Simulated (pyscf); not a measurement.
•H₂C–SiH₂–Cl (SMILES [CH2][SiH2]Cl) + CH₄ (SMILES C) → H₃C–SiH₂–Cl (SMILES C[SiH2]Cl) + CH₃• (SMILES [CH3]), a hydrogen abstraction (doublet surface; C–H broken, C–H formed). PySCF, gas phase, ωB97X-D3(BJ)/def2-SVP geometries. Energies in kJ/mol from the separated reactants.

Small-basis levels: PySCF, no dispersion term, spherical d functions. Open shells are spin-unrestricted. 

Quick B3LYP/LANL2DZ single points give ΔE‡ = 68.4 kJ/mol and ΔE = +15.1 kJ/mol. What does ωB97M-D3(BJ)/def2-TZVP give, and how far is the quick result from it?

ωB97M-D3(BJ)/def2-TZVP gives ΔE‡ = 73.3 kJ/mol and ΔE = +15.3 kJ/mol. B3LYP/LANL2DZ lies 4.8 kJ/mol under it in the barrier and 0.2 kJ/mol under it in the reaction energy, so on this step it holds to within 12.6 kJ/mol. ωB97M-D3(BJ)/def2-TZVP has limits of its own. •H₂C–SiH₂–Cl lies 46.5 kJ/mol over its isomer H₃C–SiH•–Cl (electronic energy, ωB97M-D3(BJ)/def2-TZVP). One saddle was located; it need not be the lowest between these sides. The angle at the transferred H is 178°.
